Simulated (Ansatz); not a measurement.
Born–Oppenheimer molecular dynamics of AlClH₄ (6 atoms, charge 0, multiplicity 1). It starts at the highest image of a converged band, a first-order saddle point between two minima.

Level of theory: Ansatz, RKS r2SCANh/6-31G*.

```json
{"ensemble": "NVE (velocity Verlet)", "time step": "0.5 fs", "steps asked": "200", "starting velocities drawn for": "100 K", "seed": "6492"}
```

Frames 1 fs apart, positions in Å, forces in eV/Å.

Velocities at 70.0 fs (Å/ps):

```
Al -0.79 2.84 -1.22
H 3.80 10.36 2.97
H 15.19 -10.16 0.28
H -4.66 -3.08 7.98
Cl 0.47 -1.96 0.64
H -9.62 -4.39 -1.11
```

```xyz
6
Properties=species:S:1:pos:R:3:forces:R:3 time_fs=70.0 energy_less_start_eV=-0.006 T=111
Al -0.002 0.073 0.008 0.43 -0.05 -0.15
H 0.102 0.863 1.367 -0.08 0.10 0.24
H 1.404 -0.202 -0.748 -0.39 -0.01 0.05
H -1.408 -0.144 -0.698 0.00 -0.01 -0.05
Cl 0.088 -2.470 0.988 0.00 -0.39 0.43
H -0.124 -2.782 2.238 0.04 0.37 -0.53
6
Properties=species:S:1:pos:R:3:forces:R:3 time_fs=71.0 energy_less_start_eV=-0.002 T=104
Al -0.003 0.075 0.007 0.57 -0.04 -0.10
H 0.105 0.874 1.371 -0.09 0.04 0.13
H 1.417 -0.212 -0.748 -0.53 0.03 0.11
H -1.413 -0.147 -0.690 0.02 -0.01 -0.06
Cl 0.089 -2.472 0.988 0.01 -0.37 0.38
H -0.134 -2.785 2.235 0.03 0.35 -0.46
6
Properties=species:S:1:pos:R:3:forces:R:3 time_fs=72.0 energy_less_start_eV=0.000 T=101
Al -0.003 0.078 0.006 0.65 -0.02 -0.01
H 0.108 0.885 1.377 -0.10 -0.02 0.01
H 1.426 -0.222 -0.746 -0.62 0.06 0.14
H -1.417 -0.150 -0.683 0.03 0.00 -0.06
Cl 0.089 -2.474 0.989 0.04 -0.31 0.18
H -0.143 -2.784 2.227 -0.01 0.29 -0.26
6
Properties=species:S:1:pos:R:3:forces:R:3 time_fs=73.0 energy_less_start_eV=0.000 T=100
Al -0.004 0.081 0.004 0.67 0.01 0.10
H 0.109 0.896 1.382 -0.10 -0.08 -0.10
H 1.428 -0.231 -0.743 -0.65 0.08 0.15
H -1.421 -0.153 -0.676 0.05 0.01 -0.06
Cl 0.090 -2.476 0.990 0.10 -0.23 -0.12
H -0.152 -2.780 2.216 -0.06 0.21 0.04
6
Properties=species:S:1:pos:R:3:forces:R:3 time_fs=74.0 energy_less_start_eV=0.000 T=100
Al -0.004 0.084 0.003 0.62 0.04 0.21
H 0.110 0.906 1.387 -0.11 -0.14 -0.20
H 1.424 -0.240 -0.739 -0.62 0.09 0.12
H -1.425 -0.156 -0.670 0.07 0.02 -0.06
Cl 0.090 -2.478 0.991 0.17 -0.14 -0.42
H -0.162 -2.775 2.206 -0.13 0.13 0.35
6
Properties=species:S:1:pos:R:3:forces:R:3 time_fs=75.0 energy_less_start_eV=-0.002 T=104
Al -0.004 0.087 0.002 0.51 0.06 0.32
H 0.110 0.915 1.389 -0.11 -0.17 -0.26
H 1.414 -0.248 -0.733 -0.52 0.08 0.07
H -1.428 -0.159 -0.665 0.08 0.04 -0.06
Cl 0.091 -2.481 0.992 0.22 -0.08 -0.63
H -0.173 -2.768 2.200 -0.18 0.07 0.57
6
Properties=species:S:1:pos:R:3:forces:R:3 time_fs=76.0 energy_less_start_eV=-0.009 T=117
Al -0.003 0.090 0.001 0.35 0.08 0.42
H 0.108 0.922 1.389 -0.10 -0.19 -0.30
H 1.399 -0.255 -0.727 -0.38 0.06 -0.01
H -1.430 -0.162 -0.660 0.08 0.05 -0.06
Cl 0.091 -2.483 0.992 0.23 -0.06 -0.65
H -0.186 -2.761 2.198 -0.20 0.06 0.60
6
Properties=species:S:1:pos:R:3:forces:R:3 time_fs=77.0 energy_less_start_eV=-0.018 T=135
Al -0.003 0.092 0.000 0.15 0.09 0.51
H 0.106 0.928 1.386 -0.09 -0.18 -0.29
H 1.381 -0.261 -0.721 -0.18 0.03 -0.10
H -1.432 -0.164 -0.656 0.08 0.06 -0.07
Cl 0.092 -2.485 0.992 0.20 -0.09 -0.48
H -0.200 -2.752 2.202 -0.16 0.09 0.43
6
Properties=species:S:1:pos:R:3:forces:R:3 time_fs=78.0 energy_less_start_eV=-0.025 T=149
Al -0.002 0.095 -0.001 -0.08 0.09 0.57
H 0.102 0.931 1.381 -0.08 -0.15 -0.25
H 1.360 -0.267 -0.716 0.04 -0.01 -0.21
H -1.433 -0.165 -0.653 0.08 0.06 -0.07
Cl 0.093 -2.488 0.993 0.13 -0.13 -0.17
H -0.216 -2.743 2.211 -0.09 0.15 0.13
6
Properties=species:S:1:pos:R:3:forces:R:3 time_fs=79.0 energy_less_start_eV=-0.026 T=150
Al -0.002 0.098 -0.001 -0.30 0.07 0.60
H 0.099 0.934 1.373 -0.06 -0.11 -0.18
H 1.341 -0.274 -0.713 0.26 -0.06 -0.32
H -1.433 -0.166 -0.650 0.07 0.07 -0.07
Cl 0.094 -2.490 0.993 0.04 -0.18 0.17
H -0.233 -2.733 2.220 0.00 0.20 -0.20
6
Properties=species:S:1:pos:R:3:forces:R:3 time_fs=80.0 energy_less_start_eV=-0.021 T=141
Al -0.001 0.101 -0.002 -0.48 0.03 0.58
H 0.094 0.935 1.363 -0.04 -0.05 -0.08
H 1.323 -0.281 -0.713 0.44 -0.09 -0.40
H -1.432 -0.166 -0.647 0.05 0.08 -0.08
Cl 0.094 -2.493 0.993 -0.04 -0.20 0.43
H -0.250 -2.720 2.228 0.07 0.23 -0.46
6
Properties=species:S:1:pos:R:3:forces:R:3 time_fs=81.0 energy_less_start_eV=-0.018 T=135
Al -0.001 0.104 -0.002 -0.59 -0.03 0.51
H 0.089 0.936 1.353 -0.01 0.02 0.03
H 1.310 -0.288 -0.717 0.55 -0.11 -0.44
H -1.431 -0.166 -0.646 0.03 0.08 -0.08
Cl 0.095 -2.495 0.993 -0.09 -0.19 0.57
H -0.267 -2.706 2.232 0.12 0.24 -0.59
```

Of the whole run (100 fs, mean temperature of the second half 165 K): The conserved energy stayed within 0.041 meV per atom of its start (net change 0.018 meV per atom), so the integration is sound. The system heated up, since it started high on the potential surface and ran downhill. A run of 0.1 ps of so small a system gives no equilibrium averages. The orbitals stay closed-shell, which can raise the energy where a bond breaks towards radicals; this wasn't checked here.

Run time: 7.8 min on 1 thread of Arm Neoverse V1 (shared host), peak memory 0.11 GiB.
